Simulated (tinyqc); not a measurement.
Inside a calculation. Method: Pariser-Parr-Pople SCF with singles CI, for the molecule C=CC=CC=C (SMILES; centres numbered as the heavy atoms are written). One step of it, computed by the program tinyqc.

Problem. Iteration 2: orbitals and new P. Diagonalise F (the basis is taken as orthonormal) and form P = 2 sum c c over the lowest orbitals.

F (eV), lower triangle:
```
           1C         2C         3C         4C         5C         6C
1C  -5.595000
2C  -6.084493  -5.595000
3C   0.000000  -4.297779  -5.595000
4C   0.666433   0.000000  -5.805105  -5.595000
5C   0.000000   0.116295   0.000000  -4.297779  -5.595000
6C  -0.272400   0.000000   0.666433   0.000000  -6.084493  -5.595000
```

pi electrons, sum of z_r less the charge = 6

Give: orbital energies; P after iteration 2.

Solution.

orbital energies (eV): -14.5253  -12.6249  -9.6557  -1.5343  1.4349  3.3353

P after iteration 2, lower triangle:
```
         1C       2C       3C      4C      5C      6C
1C   1.0000
2C   0.9147   1.0000
3C   0.0000   0.4004   1.0000
4C  -0.3475   0.0000   0.8479  1.0000
5C   0.0000  -0.0540   0.0000  0.4004  1.0000
6C   0.2061   0.0000  -0.3475  0.0000  0.9147  1.0000
```
